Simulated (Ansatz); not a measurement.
A made-up structure of CH2NSi, doublet:

| atom | x (Å) | y (Å) | z (Å) |
| --- | --- | --- | --- |
| C1 | 0.8054 | -0.8648 | 1.8420 |
| N2 | 0.4296 | -0.4324 | 0.8166 |
| Si3 | 0.0195 | 0.1213 | -0.7714 |
| H4 | -1.3128 | -0.4273 | -1.1206 |
| H5 | 1.0437 | -1.2312 | 0.9754 |

It is relaxed with PBE-D4/def2-SVP and then PBE0-D4/def2-TZVP (Ansatz 0.2.0). Atoms count as bonded within 1.22 times the sum of their covalent radii (H–H: 0.88 Å). The end point is not checked to be a true minimum.

Problem. Does its bonding change? (Judge from chemistry; the calculation decides.)

Solution. Computed: Yes. Formed: none; broken: N2–H5.

Where it ends: The first stage lowers the energy by 4.75 eV in 18 steps. It ends as CH₂NSi ([CH][N][SiH]):
```json
{"atom": "C1", "x (Å)": "0.7527", "y (Å)": "-0.9151", "z (Å)": "1.4708"}
{"atom": "N2", "x (Å)": "0.2872", "y (Å)": "-0.4069", "z (Å)": "0.5032"}
{"atom": "Si3", "x (Å)": "-0.3300", "y (Å)": "0.5729", "z (Å)": "-0.7955"}
{"atom": "H4", "x (Å)": "-1.3010", "y (Å)": "-0.5297", "z (Å)": "-1.2025"}
{"atom": "H5", "x (Å)": "1.5765", "y (Å)": "-1.5557", "z (Å)": "1.7660"}
```

Labels in which every atom is bracketed show which atoms are joined, not bond orders.

For scale, one of the runs: PBE0-D4/def2-TZVP relaxation, 111 basis functions, launched by `ansatz run in.yaml --threads 2 --pin off --events-out ev --progress --plain --max-ram 4352MiB`. Hardware: 2 CPU threads of an Arm Neoverse V1, shared host. Wall time about 31 s.
